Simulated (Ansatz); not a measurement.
**H₂SO (SMILES OS): single points off equilibrium**

A test off equilibrium: a structure displaced at random from a GFN2-xTB minimum is computed at several levels, and each is set against CCSD(T).

Computed with Ansatz 0.2.0, Gaussian basis. Level: single points in def2-TZVPP.

Cores are frozen in the correlated methods.

**1. The system as given**

4 atoms, charge 0, spin multiplicity 1.

Atoms are counted from 1 here; the program's logs count them from 0.

Bond lengths: O1–S2 1.771 Å, O1–H3 1.033 Å, S2–H4 1.330 Å. Angles: S2–O1–H3 87.9°, O1–S2–H4 104.2°.

Geometry (Å):

```
O    -0.0347   -0.9179   -0.1838
S    -0.0861    0.8154   -0.5414
H    -0.9170   -0.7968    0.3406
H     0.8812    1.3323    0.2116
```

**2. CCSD(T)/def2-TZVPP**

run/in.yaml

```yaml
crystal:
  periodic: [false, false, false]
  atoms:
    - {symbol: O, position_ang: [-0.034700, -0.917900, -0.183800]}
    - {symbol: S, position_ang: [-0.086100, 0.815400, -0.541400]}
    - {symbol: H, position_ang: [-0.917000, -0.796800, 0.340600]}
    - {symbol: H, position_ang: [0.881200, 1.332300, 0.211600]}
basis:
  gaussian: {orbitals: def2-TZVPP}
correlation: {method: ccsd_t}
output: {forces: true}
```

No record of the launch command was kept for these runs.

**3. PBE0-D4/def2-TZVPP**

Changes to run/in.yaml since step 2:

```diff
@@ -9,3 +9,3 @@
   gaussian: {orbitals: def2-TZVPP}
-correlation: {method: ccsd_t}
-output: {forces: true}
+hamiltonian: {xc: pbe0, dispersion: d4}
+output: {forces: true, orbitals: {seedname: orbitals}}
```

**4. wB97M-V/def2-TZVPP**

Changes to run/in.yaml since step 3:

```diff
@@ -9,3 +9,3 @@
   gaussian: {orbitals: def2-TZVPP}
-hamiltonian: {xc: pbe0, dispersion: d4}
-output: {forces: true, orbitals: {seedname: orbitals}}
+hamiltonian: {xc: {name: wB97M-V}}
+output: {forces: true}
```

**5. r2SCAN-D4/def2-TZVPP**

Changes to run/in.yaml since step 4:

```diff
@@ -9,3 +9,3 @@
   gaussian: {orbitals: def2-TZVPP}
-hamiltonian: {xc: {name: wB97M-V}}
+hamiltonian: {xc: r2scan, dispersion: d4}
 output: {forces: true}
```

**6. PBE-D4/def2-TZVPP**

Changes to run/in.yaml since step 5:

```diff
@@ -9,3 +9,3 @@
   gaussian: {orbitals: def2-TZVPP}
-hamiltonian: {xc: r2scan, dispersion: d4}
+hamiltonian: {xc: pbe, dispersion: d4}
 output: {forces: true}
```

**7. wB97X-V/def2-TZVPP**

Changes to run/in.yaml since step 6:

```diff
@@ -9,3 +9,3 @@
   gaussian: {orbitals: def2-TZVPP}
-hamiltonian: {xc: pbe, dispersion: d4}
+hamiltonian: {xc: {name: wB97X-V}}
 output: {forces: true}
```

**8. BLYP-D4/def2-TZVPP**

Changes to run/in.yaml since step 7:

```diff
@@ -9,3 +9,3 @@
   gaussian: {orbitals: def2-TZVPP}
-hamiltonian: {xc: {name: wB97X-V}}
+hamiltonian: {xc: {name: BLYP}, dispersion: d4}
 output: {forces: true}
```

(Steps that only read results are left out.)

Q: Predict the outcome of this session. Wanted: energy less free atoms, CCSD(T)/def2-TZVPP; RMS force component; RMS force error; HOMO and LUMO, PBE0-D4; T1 diagnostic.

As calculated:

| quantity | value |
| --- | --- |
| energy less free atoms, CCSD(T)/def2-TZVPP | -1039.6 kJ/mol |
| RMS force component | 1.241 to 1.614 eV/Å over the methods |
| RMS force error | PBE0-D4 0.196, wB97M-V 0.164, r2SCAN-D4 0.089, PBE-D4 0.297, wB97X-V 0.215, BLYP-D4 0.376 eV/Å |
| HOMO and LUMO, PBE0-D4 | -7.29 and -1.37 eV |
| T1 diagnostic | 0.013 |

**Reading.** Against CCSD(T) the functionals' energies less atoms differ by -82.6 to -21.6 kJ/mol, PBE-D4 by -82.6 kJ/mol. A larger basis would deepen the CCSD(T) value, while the functionals are nearly converged already, so the order here is not reliable. The forces of r2SCAN-D4 come nearest to CCSD(T), those of BLYP-D4 are farthest. Frozen-core CCSD(T) forces in triple zeta carry basis errors of their own, and this is one geometry, so small gaps rank nothing.
